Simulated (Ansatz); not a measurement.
**C₂H₅Li: single points off equilibrium**

Aim: energy, forces and dipole at a structure displaced at random from a GFN2-xTB minimum, from CCSD(T) and from density functionals.

The runs use Ansatz 0.2.0, Gaussian basis; single points in def2-TZVPP.

Correlated methods freeze the cores. The outer core shell of Li, Na, Mg and K is correlated.

## Step 1: The system as given

SMILES `[Li][CH2]C`, 8 atoms, charge 0, spin multiplicity 1.

Atoms are counted from 1 here; the program's logs count them from 0.

Bond lengths: Li1–C2 1.870 Å, C2–C3 1.540 Å, C2–H4 1.119 Å, C2–H5 1.190 Å, C3–H6 0.993 Å, C3–H7 1.121 Å, C3–H8 1.064 Å. Angles: Li1–C2–C3 106.3°, Li1–C2–H4 116.3°, Li1–C2–H5 113.9°, C3–C2–H4 103.7°, C3–C2–H5 102.2°, H4–C2–H5 112.6°, C2–C3–H6 115.6°, C2–C3–H7 109.5°, C2–C3–H8 109.4°, H6–C3–H7 109.8°, H6–C3–H8 109.0°, H7–C3–H8 102.8°.

Coordinates:

```xyz
8
charge 0, multiplicity 1
Li   -1.5805    1.4578   -0.3497
C    -0.1942    0.2607   -0.7281
C     0.2545   -0.3227    0.6250
H    -0.4694   -0.6423   -1.3285
H     0.8003    0.7831   -1.1194
H     0.5538    0.3408    1.3001
H     1.0608   -1.0826    0.4551
H    -0.5346   -0.9055    1.0375
```

## Step 2: CCSD(T)/def2-TZVPP

The input, run/in.yaml:

```yaml
crystal:
  periodic: [false, false, false]
  atoms:
    - {symbol: Li, position_ang: [-1.580500, 1.457800, -0.349700]}
    - {symbol: C, position_ang: [-0.194200, 0.260700, -0.728100]}
    - {symbol: C, position_ang: [0.254500, -0.322700, 0.625000]}
    - {symbol: H, position_ang: [-0.469400, -0.642300, -1.328500]}
    - {symbol: H, position_ang: [0.800300, 0.783100, -1.119400]}
    - {symbol: H, position_ang: [0.553800, 0.340800, 1.300100]}
    - {symbol: H, position_ang: [1.060800, -1.082600, 0.455100]}
    - {symbol: H, position_ang: [-0.534600, -0.905500, 1.037500]}
basis:
  gaussian: {orbitals: def2-TZVPP}
correlation: {method: ccsd_t}
output: {forces: true}
```

The command line of these runs was not kept.

## Step 3: PBE0-D4/def2-TZVPP

Changes to run/in.yaml since step 2:

```diff
@@ -13,3 +13,3 @@
   gaussian: {orbitals: def2-TZVPP}
-correlation: {method: ccsd_t}
-output: {forces: true}
+hamiltonian: {xc: pbe0, dispersion: d4}
+output: {forces: true, orbitals: {seedname: orbitals}}
```

## Step 4: wB97M-V/def2-TZVPP

Changes to run/in.yaml since step 3:

```diff
@@ -13,3 +13,3 @@
   gaussian: {orbitals: def2-TZVPP}
-hamiltonian: {xc: pbe0, dispersion: d4}
-output: {forces: true, orbitals: {seedname: orbitals}}
+hamiltonian: {xc: {name: wB97M-V}}
+output: {forces: true}
```

## Step 5: r2SCAN-D4/def2-TZVPP

Changes to run/in.yaml since step 4:

```diff
@@ -13,3 +13,3 @@
   gaussian: {orbitals: def2-TZVPP}
-hamiltonian: {xc: {name: wB97M-V}}
+hamiltonian: {xc: r2scan, dispersion: d4}
 output: {forces: true}
```

## Step 6: PBE-D4/def2-TZVPP

Changes to run/in.yaml since step 5:

```diff
@@ -13,3 +13,3 @@
   gaussian: {orbitals: def2-TZVPP}
-hamiltonian: {xc: r2scan, dispersion: d4}
+hamiltonian: {xc: pbe, dispersion: d4}
 output: {forces: true}
```

## Step 7: B97M-V/def2-TZVPP

Changes to run/in.yaml since step 6:

```diff
@@ -13,3 +13,3 @@
   gaussian: {orbitals: def2-TZVPP}
-hamiltonian: {xc: pbe, dispersion: d4}
+hamiltonian: {xc: {name: B97M-V}}
 output: {forces: true}
```

## Step 8: BHLYP-D4/def2-TZVPP

Changes to run/in.yaml since step 7:

```diff
@@ -13,3 +13,3 @@
   gaussian: {orbitals: def2-TZVPP}
-hamiltonian: {xc: {name: B97M-V}}
+hamiltonian: {xc: {name: BHLYP}, dispersion: d4}
 output: {forces: true}
```

(Steps that only read results are left out.)

Q: Predict the outcome of this session. Wanted: energy less free atoms, CCSD(T)/def2-TZVPP; RMS force component; RMS force error; HOMO and LUMO, PBE0-D4; T1 diagnostic.

**Answer**, as computed:

```
                                  quantity                                                                                           value
energy less free atoms, CCSD(T)/def2-TZVPP                                                                                  -2583.1 kJ/mol
                       RMS force component                                                            1.531 to 1.566 eV/Å over the methods
                           RMS force error  PBE0-D4 0.093, wB97M-V 0.059, r2SCAN-D4 0.061, PBE-D4 0.132, B97M-V 0.112, BHLYP-D4 0.151 eV/Å
                    HOMO and LUMO, PBE0-D4                                                                              -4.59 and -0.99 eV
                             T1 diagnostic                                                                                           0.011
```

What this shows: Against CCSD(T) the functionals' energies less atoms differ by -92.0 to -3.1 kJ/mol, PBE-D4 by -92.0 kJ/mol. The reference is not at the basis limit: in triple zeta CCSD(T) underbinds, which counts against methods that bind more; the gaps are no ranking. For forces wB97M-V does best and BHLYP-D4 worst. Frozen-core CCSD(T) forces in triple zeta carry basis errors of their own, and this is one geometry, so small gaps rank nothing.
